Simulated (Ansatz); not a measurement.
# CHBN (quartet): wave-function methods side by side, def2-TZVPP

One table from this session's results is given with a row withheld; the runs are named, their logs left out.

Program: Ansatz 0.2.0, Gaussian basis. Level of theory: def2-TZVPP, core rule «outside noble gas», up to 3 orbitals frozen. These are calculated values, not measurements.

Plan: UHF; ROHF; CCSD(T) on UHF.

2 further runs of the same task are left out: 2 set aside as unsound or not needed.

## The geometry

The geometry is a PBE0/def2-TZVP stationary point (not a proven minimum) of the parent state, kept for this charge and spin.

4 atoms, charge 0, spin multiplicity 4.

Atoms are counted from 1 here; the program's logs count them from 0.

Bond lengths: B1–C2 1.436 Å, B1–H4 1.169 Å, C2–N3 1.171 Å. Angles: C2–B1–H4 180.0°, B1–C2–N3 180.0°.

Set-up of the first run:

Input file in.yaml:

```yaml
crystal:
  periodic: [false, false, false]
  atoms:
    - {symbol: B, position_ang: [0.000000, 0.000000, 0.718600]}
    - {symbol: C, position_ang: [0.000000, 0.000000, -0.717200]}
    - {symbol: N, position_ang: [0.000000, 0.000000, -1.888600]}
    - {symbol: H, position_ang: [0.000000, 0.000000, 1.887200]}
basis:
  gaussian: {orbitals: def2-TZVPP}
magnetization: {spin_polarized: true, initial_magnetization: 3}
hamiltonian: {xc: hf}
output: {orbitals: {seedname: orbitals}}
```

Started as:

```bash
$ ansatz run in.yaml --threads 1 --pin off --events-out ev --progress --plain --max-ram 4096MiB --backend cpu
```

Among the steps run: UHF; ROHF; CCSD(T) on UHF.

One of the session's tables, all rows but one given; the rest of the session is left out.

It belongs to the step «Misses and costs». 

| method | from UCCSD(T) (kJ/mol) |
| --- | --- |
| ROHF | +1066.0 |
| UHF | ? |
| UMP2 | +135.8 |
| UCCSD | +42.3 |
| UCCSD(T) | 0 |

Estimate the missing values for UHF.

**Answer.** from UCCSD(T) (kJ/mol): +1024.0. In the column «from UCCSD(T) (kJ/mol)» it lies between UMP2 (+135.8) and ROHF (+1066.0).
